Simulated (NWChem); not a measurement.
**Cl (+1) in NWChem**

SMILES: [Cl+]
```xyz
1

Cl     0.0000     0.0000     0.0000
```
Charge +1, spin multiplicity 3.

The numbers come from NWChem runs, not from measurements.

The correlated methods keep 5 core orbitals frozen. The stability of the SCF solutions was not checked.

Worked example. A B2PLYP run in 3-21G ends its self-consistent part (53 % exact exchange, 47 % B88, 73 % LYP) at -457.29515 Ha, and second-order perturbation theory on those orbitals gives -0.01990 Ha unscaled.

The perturbative term enters with the weight 0.27: -457.29515 + 0.27·(-0.01990) = -457.30052 Ha is the total energy.
